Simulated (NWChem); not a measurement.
System: diphosphorus (P2); SMILES P#P

Parts of the log:

```
             Northwest Computational Chemistry Package (NWChem) 7.3.0
             --------------------------------------------------------

                             Geometry "geometry" -> ""
                             -------------------------

 Output coordinates in angstroms (scale by  1.889725989 to convert to a.u.)

  No.       Tag          Charge          X              Y              Z
 ---- ---------------- ---------- -------------- -------------- --------------
    1 P                   15.0000     0.00000000     0.00000000     0.94554400
    2 P                   15.0000     0.00000000     0.00000000    -0.94554400

 Effective nuclear repulsion energy (a.u.)      62.9610473045

  pbe96 is a nonlocal functional; adding pw91lda local functional.
                              NWChem Property Module
                              ----------------------

                                 NWChem DFT Module
                                 -----------------

 Summary of "ao basis" -> "ao basis" (spherical)
 ------------------------------------------------------------------------------
       Tag                 Description            Shells   Functions and Types
 ---------------- ------------------------------  ------  ---------------------
 P                        aug-cc-pvtz               16       50   6s5p3d2f

            General Information
            -------------------
          SCF calculation type: DFT
          Wavefunction type:  closed shell.
          No. of atoms     :     2
          No. of electrons :    30
           Alpha electrons :    15
            Beta electrons :    15
          Charge           :     0
          Spin multiplicity:     1
          Use of symmetry is: off; symmetry adaption is: off
          Maximum number of iterations: 150
          AO basis - number of functions:   100
                     number of shells:    32
          Convergence on energy requested:  1.00D-06
          Convergence on density requested:  1.00D-05
          Convergence on gradient requested:  5.00D-04

              XC Information
              --------------
          PerdewBurkeErnzerhof Exchange Functional  1.000
            Perdew 1991 LDA Correlation Functional  1.000 local
           PerdewBurkeErnz. Correlation Functional  1.000 non-local

             Grid Information
             ----------------
          Grid used for XC integration:  medium
          Radial quadrature: Mura-Knowles
          Angular quadrature: Lebedev.
          Tag              B.-S. Rad. Rad. Pts. Rad. Cut. Ang. Pts.
          ---              ---------- --------- --------- ---------
          P                   1.00       88          12.0       590
          Grid pruning is: on
          Number of quadrature shells:   176
          Spatial weights used:  Erf1

      Superposition of Atomic Density Guess
      -------------------------------------

 Sum of atomic energies:        -681.31562490

      Non-variational initial energy
      ------------------------------

 Total energy =    -681.556325
 1-e energy   =   -1067.978456
 2-e energy   =     323.461084
 HOMO         =      -0.292828
 LUMO         =      -0.068706

   convergence    iter        energy       DeltaE   RMS-Dens  Diis-err
 ---------------- ----- ----------------- --------- --------- ---------
 d= 0,ls=0.0,diis     1   -682.3907009365 -7.45D+02  5.71D-03  3.99D-01
 d= 0,ls=0.0,diis     2   -682.4054205698 -1.47D-02  1.55D-03  9.25D-03
 d= 0,ls=0.0,diis     3   -682.4063784530 -9.58D-04  4.90D-04  4.99D-03
 d= 0,ls=0.0,diis     4   -682.4072250617 -8.47D-04  1.11D-04  1.46D-04
 d= 0,ls=0.0,diis     5   -682.4072479819 -2.29D-05  2.30D-05  1.29D-05
  Resetting Diis
 d= 0,ls=0.0,diis     6   -682.4072499904 -2.01D-06  3.69D-07  3.38D-09
 d= 0,ls=0.0,diis     7   -682.4072499910 -5.22D-10  8.25D-08  2.88D-11

         Total DFT energy =     -682.407249990963
      One electron energy =    -1069.045435866778
           Coulomb energy =      369.745197150189
    Exchange-Corr. energy =      -46.068058578853
 Nuclear repulsion energy =       62.961047304479

 Numeric. integr. density =       30.000000170469

                       DFT Final Molecular Orbital Analysis
                       ------------------------------------

 Vector   13  Occ=2.000000D+00  E=-2.652878D-01
              MO Center=  1.7D-09, -8.6D-10,  2.5D-06, r^2= 3.2D+00
   Bfn.  Coefficient  Atom+Function         Bfn.  Coefficient  Atom+Function
  ----- ------------  ---------------      ----- ------------  ---------------
    12      0.387456  1 P  pz                62     -0.387456  2 P  pz
     5      0.202727  1 P  s                 55      0.202726  2 P  s
    18      0.184942  1 P  pz                68     -0.184942  2 P  pz
    15      0.130855  1 P  pz                65     -0.130855  2 P  pz
     3      0.109521  1 P  s                 53      0.109519  2 P  s

 Vector   14  Occ=2.000000D+00  E=-2.630953D-01
              MO Center= -2.2D-09,  1.2D-09, -3.3D-06, r^2= 2.3D+00
   Bfn.  Coefficient  Atom+Function         Bfn.  Coefficient  Atom+Function
  ----- ------------  ---------------      ----- ------------  ---------------
    11      0.265230  1 P  py                61      0.265231  2 P  py
    10      0.247776  1 P  px                60      0.247777  2 P  px
    17      0.160924  1 P  py                67      0.160924  2 P  py
    16      0.150333  1 P  px                66      0.150334  2 P  px
    14      0.082915  1 P  py                64      0.082916  2 P  py

 Vector   15  Occ=2.000000D+00  E=-2.630953D-01
              MO Center= -1.6D-08,  1.5D-08, -3.3D-06, r^2= 2.3D+00
   Bfn.  Coefficient  Atom+Function         Bfn.  Coefficient  Atom+Function
  ----- ------------  ---------------      ----- ------------  ---------------
    10      0.265230  1 P  px                60      0.265231  2 P  px
    11     -0.247776  1 P  py                61     -0.247777  2 P  py
    16      0.160924  1 P  px                66      0.160924  2 P  px
    17     -0.150333  1 P  py                67     -0.150334  2 P  py
    13      0.082915  1 P  px                63      0.082916  2 P  px

 Vector   16  Occ=0.000000D+00  E=-1.257819D-01
              MO Center= -1.7D-09,  1.5D-09,  2.4D-06, r^2= 3.5D+00
   Bfn.  Coefficient  Atom+Function         Bfn.  Coefficient  Atom+Function
  ----- ------------  ---------------      ----- ------------  ---------------
    11      0.290346  1 P  py                61     -0.290345  2 P  py
    10      0.269829  1 P  px                17      0.269842  1 P  py
    60     -0.269828  2 P  px                67     -0.269841  2 P  py
    16      0.250774  1 P  px                66     -0.250773  2 P  px
    14      0.092508  1 P  py                64     -0.092508  2 P  py

 Vector   17  Occ=0.000000D+00  E=-1.257819D-01
              MO Center= -1.1D-08,  1.1D-08,  2.4D-06, r^2= 3.5D+00
   Bfn.  Coefficient  Atom+Function         Bfn.  Coefficient  Atom+Function
  ----- ------------  ---------------      ----- ------------  ---------------
    10      0.290346  1 P  px                60     -0.290345  2 P  px
    11     -0.269829  1 P  py                16      0.269842  1 P  px
    61      0.269828  2 P  py                66     -0.269841  2 P  px
    17     -0.250774  1 P  py                67      0.250773  2 P  py
    13      0.092508  1 P  px                63     -0.092508  2 P  px

 Vector   18  Occ=0.000000D+00  E= 9.534606D-05
              MO Center= -5.6D-08,  4.9D-08, -2.4D-05, r^2= 1.5D+01
   Bfn.  Coefficient  Atom+Function         Bfn.  Coefficient  Atom+Function
  ----- ------------  ---------------      ----- ------------  ---------------
     6      2.465331  1 P  s                 56     -2.465317  2 P  s
    21     -1.208126  1 P  pz                71     -1.208130  2 P  pz
     5      0.909938  1 P  s                 55     -0.909948  2 P  s
    18     -0.865551  1 P  pz                68     -0.865548  2 P  pz
     3      0.180839  1 P  s                 53     -0.180841  2 P  s

     Multipole analysis of the density
     ---------------------------------

     L   x y z        total         alpha         beta         nuclear
     -   - - -        -----         -----         ----         -------
     0   0 0 0     -0.000000    -15.000000    -15.000000     30.000000

     1   1 0 0      0.000000      0.000000      0.000000      0.000000
     1   0 1 0     -0.000000     -0.000000     -0.000000      0.000000
     1   0 0 1      0.000029      0.000014      0.000014      0.000000

     2   2 0 0    -19.372359     -9.686180     -9.686180      0.000000
     2   1 1 0     -0.000000     -0.000000     -0.000000      0.000000
     2   1 0 1     -0.000000     -0.000000     -0.000000      0.000000
     2   0 2 0    -19.372359     -9.686180     -9.686180      0.000000
     2   0 1 1      0.000000      0.000000      0.000000      0.000000
     2   0 0 2    -18.923976    -57.352824    -57.352824     95.781672

 *** CALLING NEW AORESP DRIVER FOR CLOSED AND OPEN SHELLS ***
 Entering AOResponse driver routine

--------------------------------------------------------------------------------

          -----------------------------------------------
          Solving response equations for perturbing field
          -----------------------------------------------

[...]

 DFT Linear Response polarizability / au
 Frequency  =       0.0000000 / au
              X              Y              Z
 -----------------------------------------------
 X      40.6437619      0.0000005      0.0000000
 Y       0.0000005     40.6437619     -0.0000000
 Z       0.0000000     -0.0000000     69.8721515
 -----------------------------------------------
 Eigenvalues =      40.6437614     40.6437624     69.8721515
 Isotropic   =      50.3865584
 Anisotropic =      29.2283896
 -----------------------------------------------

 Magnetic Dipole Response Matrix (nonzero elements):

 Exiting AOResponse driver routine
```

Level: PBE/aug-cc-pVTZ. The geometry was optimised at PBE0/def2-SVP.

Problem. Write an input that gives this output.

Solution. Several could match; the one computed here: the input that was run:
```
start job
memory heap 200 mb stack 900 mb global 1100 mb
geometry units angstroms noautosym nocenter noautoz
  P      0.000000     0.000000     0.945544
  P      0.000000     0.000000    -0.945544
end
basis spherical
  * library aug-cc-pvtz
end
dft
  xc xpbe96 cpbe96
  iterations 150
end
property
  response 1 0.0
end
task dft property
```
